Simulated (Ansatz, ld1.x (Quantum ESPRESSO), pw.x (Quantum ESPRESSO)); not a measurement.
pw.x on bcc C: one setting changed

Potential: PAW, ld1.x (Quantum ESPRESSO) 7.5, LDA (PW92); core [He], reference 2s2 2p1.75; waves: 2s (bound): rcut 0.90, rcutus 1.00 bohr; 2s channel at 1.15 Ry: rcut 0.90, rcutus 1.00 bohr; 2p (bound): rcut 1.35, rcutus 1.45 bohr; 2p channel at 2.95 Ry: rcut 1.35, rcutus 1.45 bohr; 3d channel at 0.15 Ry: rcut 1.05, rcutus 1.40 bohr; 3d channel at 1.05 Ry: rcut 1.05, rcutus 1.40 bohr; local part: all-electron potential smoothed inside 1.30 bohr (lloc = -1); core correction: Bessel-smoothed model core inside 0.65 bohr; augmentation: BG, radius 0.95 bohr.

The reference run (k-mesh 18³, cutoffs 50/420 Ry, Fermi–Dirac 0.01 Ry, mixing_beta 0.4, conv_thr 1e-9, no spin) gives 5.04 GPa at 6.194 Å³/atom, where all-electron LAPW gives 4.60 GPa. This run, with its own iteration cap, changes smearing to mv.

```
&control
  calculation='scf', prefix='x', pseudo_dir='./', outdir='./tmp', tstress=.true., disk_io='none'
/
&system
  ibrav=0, nat=1, ntyp=1, ecutwfc=50, ecutrho=420, nbnd=9,
  occupations='smearing', smearing='mv', degauss=0.01
/
&electrons
  conv_thr=1e-09, mixing_beta=0.4, electron_maxstep=50
/
ATOMIC_SPECIES
C 1.0 C.UPF
CELL_PARAMETERS angstrom
  -1.15692109 1.15692109 1.15692109
  1.15692109 -1.15692109 1.15692109
  1.15692109 1.15692109 -1.15692109
ATOMIC_POSITIONS crystal
C 0.0000 0.0000 0.0000
K_POINTS automatic
18 18 18 0 0 0
```

```bash
pw.x < C.scf.in > C.scf.out
```

Task: How does the run end?

Result: It converges in 5 iterations; the free energy moves by +10.5 meV/atom and the pressure by +0.18 GPa. This scheme is built to cancel the term in the square of the width that Fermi–Dirac smearing leaves in the F of a metal.

```
Message from routine setup:
     using ibrav=0 with symmetry is DISCOURAGED, use correct ibrav instead
     lattice parameter (alat)  =       3.7867  a.u.
     unit-cell volume          =      41.7992 (a.u.)^3
     number of electrons       =         4.00
     number of Kohn-Sham states=            9
     kinetic-energy cutoff     =      50.0000  Ry
     charge density cutoff     =     420.0000  Ry
     scf convergence threshold =      1.0E-09
     Exchange-correlation= SLA  PW   NOGX NOGC
     number of k points=   195  Marzari-Vanderbilt smearing, width (Ry)=  0.0100
     iteration #  1     ecut=    50.00 Ry     beta= 0.40
     total energy              =     -17.50063554 Ry
     estimated scf accuracy    <       0.00355953 Ry
     iteration #  2     ecut=    50.00 Ry     beta= 0.40
     total energy              =     -17.50110383 Ry
     estimated scf accuracy    <       0.00106756 Ry
     iteration #  3     ecut=    50.00 Ry     beta= 0.40
     total energy              =     -17.50126146 Ry
     estimated scf accuracy    <       0.00003844 Ry
     iteration #  4     ecut=    50.00 Ry     beta= 0.40
     total energy              =     -17.50127923 Ry
     estimated scf accuracy    <       0.00000001 Ry
     iteration #  5     ecut=    50.00 Ry     beta= 0.40
     the Fermi energy is    12.6538 ev
!    total energy              =     -17.50128845 Ry
     estimated scf accuracy    <          3.8E-10 Ry
     smearing contrib. (-TS)   =      -0.00000903 Ry
     The total energy is F=E-TS. E is the sum of the following terms:
     one-electron contribution =       5.50937599 Ry
     hartree contribution      =       0.33980573 Ry
     xc contribution           =      -4.82638130 Ry
     ewald contribution        =     -13.31672090 Ry
     one-center paw contrib.   =      -5.20735893 Ry
     convergence has been achieved in   5 iterations
          total   stress  (Ry/bohr**3)                   (kbar)     P=       52.14
     Message from routine punch:
     Nothing written, as per user request (disk_io='none')
```

The run took about 6.2 s on one core of a shared host (Neoverse-V1, 32 threads, 247 GiB, load 16).
